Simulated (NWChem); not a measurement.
**One shape, several levels: doublet CH5N+**

Wanted: a comparison of 6 runs (U-revPBE/aug-cc-pVDZ, UBLYP/aug-cc-pVDZ, UM06-L/aug-cc-pVDZ, UPBE/aug-cc-pVDZ, USVWN5/aug-cc-pVDZ, UTPSS/aug-cc-pVDZ) of doublet CH5N+. 

Program for the calculation: NWChem 7.3.0.

## Step 1: Starting point

The species is CH5N+ (7 atoms), meant as a doublet with charge +1. SMILES of the parent species: `CN`. The shape is that of a PBE0-D4/def2-TZVP optimisation. That shape belongs to the parent species and isn't relaxed for this state.

Bond lengths: C1–N2 1.453 Å, C1–H3 1.100 Å, C1–H4 1.092 Å, C1–H5 1.092 Å, N2–H6 1.012 Å, N2–H7 1.012 Å. Angles: C1–N2–H6 110.6°, C1–N2–H7 110.6°, N2–C1–H3 115.4°, N2–C1–H4 109.4°, N2–C1–H5 109.4°, H6–N2–H7 106.7°, H3–C1–H4 107.7°, H3–C1–H5 107.7°, H4–C1–H5 106.9°.

## Step 2: The energy at U-revPBE/aug-cc-pVDZ (run 1)

The input, struct.nw:

```
start struct
memory total 2200 mb
charge 1
geometry units au noautosym nocenter noautoz
C  -0.89535224 -0.26153810 -0.53195790
N   1.51480446  0.73869394  0.32219830
H  -1.86024640 -1.52387515  0.80785792
H  -0.61831839 -1.30523383 -2.29129293
H  -2.17412991  1.30258822 -0.95525656
H   2.73632343 -0.68143524  0.70581271
H   1.29691904  1.73061118  1.94244948
end
basis spherical bse
* library aug-cc-pVDZ
end
dft
xc revpbe cpbe96
mult 2
grid fine
convergence energy 1e-08
iterations 100
mulliken
end
task dft energy
```

Command:

```bash
nwchem struct.nw > struct.out
```

Log:

```text
[...]
          Wavefunction type:  spin polarized.
          No. of atoms     :     7
          No. of electrons :    17
[...]
          Charge           :     1
          Spin multiplicity:     2
[...]
          AO basis - number of functions:    91
[...]
              XC Information
              --------------
                        RevPBE Exchange Functional  1.000
            Perdew 1991 LDA Correlation Functional  1.000 local
           PerdewBurkeErnz. Correlation Functional  1.000 non-local
[...]
 d= 0,ls=0.0,diis     1    -95.3968597975 -1.38D+02  7.63D-03  2.34D-01     4.2
[...]
 d= 0,ls=0.0,diis    11    -95.4938412161 -2.80D-09  6.01D-08  2.45D-11    36.4
[...]
         Total DFT energy =      -95.493841216055
      One electron energy =     -206.004613365989
           Coulomb energy =       82.224298833319
    Exchange-Corr. energy =      -13.854405293436
 Nuclear repulsion energy =       42.140878610051
[...]
      Total Density - Mulliken Population Analysis
     ---------------------------------------------
    Atom       Charge   Shell Charges
 -----------   ------   -------------------------------------------------------
    1 C    6     5.04   2.02  0.67  0.19  0.09  2.13  0.02 -0.03  0.06 -0.10
    2 N    7     6.86   2.02  0.78  0.73 -0.02  2.35  0.92  0.01  0.02  0.04
    3 H    1     1.02   0.72  0.32 -0.00  0.03 -0.05
    4 H    1     1.13   0.75  0.38 -0.00  0.03 -0.03
    5 H    1     1.13   0.75  0.38 -0.00  0.03 -0.03
    6 H    1     0.91   0.75  0.13  0.00  0.05 -0.03
    7 H    1     0.91   0.75  0.13  0.00  0.05 -0.03
[...]
      <S2> =      0.7528 (Exact =     0.7500)
[...]
```

It took 38 s on 1 thread of Intel Xeon Platinum 8259CL at 2.50GHz (Skylake/Cascade Lake), shared host; peak memory 0.11 GiB.

## Step 3: A single-point energy at UBLYP/aug-cc-pVDZ (run 2)

The input, ch5n.nw:

```
start ch5n
memory total 2200 mb
charge 1

geometry units angstrom noautosym nocenter noautoz
  C    -0.473800   -0.138400   -0.281500
  N     0.801600    0.390900    0.170500
  H    -0.984400   -0.806400    0.427500
  H    -0.327200   -0.690700   -1.212500
  H    -1.150500    0.689300   -0.505500
  H     1.448000   -0.360600    0.373500
  H     0.686300    0.915800    1.027900
end

basis spherical bse
  * library aug-cc-pVDZ
end

dft
  xc becke88 lyp
  mult 2
  grid fine
  convergence energy 1e-08
  maxiter 100
  mulliken
end

task dft energy
```

Command:

```bash
nwchem ch5n.nw > ch5n.out
```

Log:

```text
[...]
          Wavefunction type:  spin polarized.
          No. of atoms     :     7
          No. of electrons :    17
[...]
          Charge           :     1
          Spin multiplicity:     2
[...]
          AO basis - number of functions:    91
[...]
              XC Information
              --------------
                    Becke 1988 Exchange Functional  1.000
              Lee-Yang-Parr Correlation Functional  1.000
[...]
 d= 0,ls=0.0,diis     1    -95.3766807571 -1.38D+02  1.02D-02  2.27D-01     3.3
[...]
 d= 0,ls=0.0,diis    11    -95.4716483315 -2.43D-09  7.76D-08  4.19D-11    34.4
[...]
         Total DFT energy =      -95.471648331533
      One electron energy =     -206.017270729081
           Coulomb energy =       82.236758891907
    Exchange-Corr. energy =      -13.832018144933
 Nuclear repulsion energy =       42.140881650574
[...]
      Total Density - Mulliken Population Analysis
     ---------------------------------------------
    Atom       Charge   Shell Charges
 -----------   ------   -------------------------------------------------------
    1 C    6     4.76   2.02  0.68  0.08  0.06  2.16 -0.15 -0.05  0.06 -0.10
    2 N    7     6.69   2.02  0.79  0.67 -0.05  2.39  0.81 -0.00  0.03  0.04
    3 H    1     1.13   0.72  0.42  0.01  0.03 -0.05
    4 H    1     1.26   0.76  0.50  0.00  0.03 -0.03
    5 H    1     1.26   0.76  0.50  0.00  0.03 -0.03
    6 H    1     0.96   0.75  0.18  0.00  0.05 -0.03
    7 H    1     0.96   0.75  0.18  0.00  0.05 -0.03
[...]
      <S2> =      0.7527 (Exact =     0.7500)
[...]
```

Run time: 35 s. Hardware: 1 thread of Intel Xeon Platinum 8259CL at 2.50GHz (Skylake/Cascade Lake), shared host; peak memory 0.11 GiB.

## Step 4: The energy at UM06-L/aug-cc-pVDZ (run 3)

The input, nw.nw:

```
start nw
title "CH5N"
memory stack 880 mb heap 220 mb global 1100 mb
charge 1

geometry units au noautosym nocenter noautoz
  C     -0.89535224    -0.26153810    -0.53195790
  N      1.51480446     0.73869394     0.32219830
  H     -1.86024640    -1.52387515     0.80785792
  H     -0.61831839    -1.30523383    -2.29129293
  H     -2.17412991     1.30258822    -0.95525656
  H      2.73632343    -0.68143524     0.70581271
  H      1.29691904     1.73061118     1.94244948
end

basis spherical bse
  * library aug-cc-pVDZ
end

dft
  xc m06-l
  mult 2
  grid fine
  convergence energy 1e-08
  iterations 100
  mulliken
end

task dft
```

Command:

```bash
nwchem nw.nw > nw.out
```

Log:

```text
[...]
          Wavefunction type:  spin polarized.
          No. of atoms     :     7
          No. of electrons :    17
[...]
          Charge           :     1
          Spin multiplicity:     2
[...]
          AO basis - number of functions:    91
[...]
              XC Information
              --------------
                        M06-L Method XC Functional
                         M06-L Exchange Functional  1.000
                       M06-L Correlation Potential  1.000
[...]
 d= 0,ls=0.0,diis     1    -95.4059709890 -1.38D+02  5.49D-03  2.13D-01     5.5
[...]
 d= 0,ls=0.0,diis    12    -95.5043488134 -6.18D-10  2.37D-07  5.46D-10    49.6
[...]
         Total DFT energy =      -95.504348813350
      One electron energy =     -206.023646300342
           Coulomb energy =       82.262755182996
    Exchange-Corr. energy =      -13.884336306055
 Nuclear repulsion energy =       42.140878610051
[...]
      Total Density - Mulliken Population Analysis
     ---------------------------------------------
    Atom       Charge   Shell Charges
 -----------   ------   -------------------------------------------------------
    1 C    6     5.55   2.01  0.68  0.31  0.07  2.09  0.40 -0.00  0.05 -0.07
    2 N    7     7.05   2.01  0.79  0.75 -0.05  2.33  1.12  0.03  0.03  0.04
    3 H    1     0.87   0.72  0.17  0.00  0.03 -0.05
    4 H    1     0.97   0.75  0.21 -0.00  0.03 -0.03
    5 H    1     0.97   0.75  0.21 -0.00  0.03 -0.03
    6 H    1     0.80   0.72  0.06 -0.00  0.05 -0.03
    7 H    1     0.80   0.72  0.06 -0.00  0.05 -0.03
[...]
      <S2> =      0.7548 (Exact =     0.7500)
[...]
```

It took 50 s on 1 thread of Intel Xeon Platinum 8259CL at 2.50GHz (Skylake/Cascade Lake), shared host; peak memory 0.11 GiB.

Runs 4 to 5 aren't shown in full; the table further down has their settings and results.

## Step 5: A single-point energy at UTPSS/aug-cc-pVDZ (run 6)

The input, run.py:

```python
from ase import Atoms
from ase.calculators.nwchem import NWChem

mol = Atoms(['C', 'N', 'H', 'H', 'H', 'H', 'H'], positions=[
    [-0.473800, -0.138400, -0.281500],
    [0.801600, 0.390900, 0.170500],
    [-0.984400, -0.806400, 0.427500],
    [-0.327200, -0.690700, -1.212500],
    [-1.150500, 0.689300, -0.505500],
    [1.448000, -0.360600, 0.373500],
    [0.686300, 0.915800, 1.027900],
])

calc = NWChem(
    label='ch5n',
    theory='dft',
    memory='2200 mb',
    basis='aug-cc-pVDZ',
    basispar='spherical bse',
    charge=1,
    dft={'xc': 'xtpss03 ctpss03', 'mult': '2', 'grid': 'fine', 'convergence': 'energy 1e-08', 'iterations': '100', 'mulliken': None},
    task='energy',
)
mol.calc = calc

e = mol.get_potential_energy()
print(f"E = {e:.6f} eV")
```

Command:

```bash
export ASE_NWCHEM_COMMAND="nwchem PREFIX.nwi > PREFIX.nwo"
python run.py
```

Log:

```text
E = -2599.727835 eV
```

The calculator wrote ch5n.nwi:

```
title "ch5n"

permanent_dir ch5n

scratch_dir ch5n

start ch5n

geometry units angstrom nocenter noautosym noautoz
  C  -4.7380000000000000e-01 -1.3840000000000000e-01 -2.8149999999999997e-01
  N  8.0159999999999998e-01 3.9090000000000003e-01 1.7050000000000001e-01
  H  -9.8440000000000005e-01 -8.0640000000000001e-01 4.2749999999999999e-01
  H  -3.2719999999999999e-01 -6.9069999999999998e-01 -1.2124999999999999e+00
  H  -1.1505000000000001e+00 6.8930000000000002e-01 -5.0549999999999995e-01
  H  1.4480000000000000e+00 -3.6059999999999998e-01 3.7350000000000000e-01
  H  6.8630000000000002e-01 9.1579999999999995e-01 1.0279000000000000e+00
end

charge 1

memory 2200 mb

basis spherical bse noprint
   * library aug-cc-pVDZ
end

dft
  xc xtpss03 ctpss03
  mult 2
  grid fine
  convergence energy 1e-08
  iterations 100
  mulliken
end

task dft energy
```

ch5n.nwo:

```text
Northwest Computational Chemistry Package (NWChem) 7.3.0
             --------------------------------------------------------

           Job information
           ---------------

    nwchem branch   = 7.3.0
    use scalapack   = T
    input           = ch5n.nwi
    prefix          = ch5n.
    data base       = ch5n/ch5n.db
    status          = startup
    nproc           =        1

           Memory information
           ------------------

[... 5 lines left out ...]
    hardfail = no
[... 40 lines left out ...]
            Nuclear Dipole moment (a.u.)
[... 84 lines left out ...]
          Convergence on density requested:  1.00D-05
[... 23 lines left out ...]
          Convergence aids based upon iterative change in
[... 31 lines left out ...]
 2-e energy   =      63.675167
[... 58 lines left out ...]
           Coulomb energy =       82.255375312492
[... 648 lines left out ...]
                     DFT Final Beta Molecular Orbital Analysis
[... 754 lines left out ...]
     Multipole analysis of the density
     ---------------------------------

     L   x y z        total         alpha         beta         nuclear
     -   - - -        -----         -----         ----         -------
     0   0 0 0      1.000000     -9.000000     -8.000000     18.000000

     1   1 0 0      0.504420     -2.569214     -1.538431      4.612065
[... 8 lines of this table left out ...]
     2   0 0 2     -6.877853    -10.718405     -9.670458     13.511010

 Task  times  cpu:       44.3s     wall:       44.3s
 Total times  cpu:       44.3s     wall:       44.3s
```

Wall time 46 s (1 thread of Intel Xeon Platinum 8259CL at 2.50GHz (Skylake/Cascade Lake), shared host); peak memory 0.11 GiB.

## Step 6: All runs side by side

```tsv
run	level	energy (Eh)	HOMO energy (eV)	LUMO energy (eV)	⟨S²⟩	wall time
1	U-revPBE/aug-cc-pVDZ	-95.493841	-15.56	-13.46	0.753	38 s
2	UBLYP/aug-cc-pVDZ	-95.471648	-15.45	-13.53	0.753	35 s
3	UM06-L/aug-cc-pVDZ	-95.504349	-15.88	-13.11	0.755	50 s
4	UPBE/aug-cc-pVDZ	-95.390425	–	–	0.753	38 s
5	USVWN5/aug-cc-pVDZ	-94.656769	-15.41	-13.87	0.752	22 s
6	UTPSS/aug-cc-pVDZ	-95.538237	-15.81	-13.26	0.754	46 s
```

## Step 7: Summary of results

| quantity | value |
| --- | --- |
| run 6: total energy | -95.53824 Eh |
| run 6: HOMO energy (highest over α and β) | -15.81 eV |
| run 6: LUMO energy (lowest over α and β) | -13.26 eV |
| run 6: ⟨S²⟩ | 0.754 |

**Reading.** Totals of different functionals can't be ranked against each other. All runs together took 3.8 min, the longest 50 s.
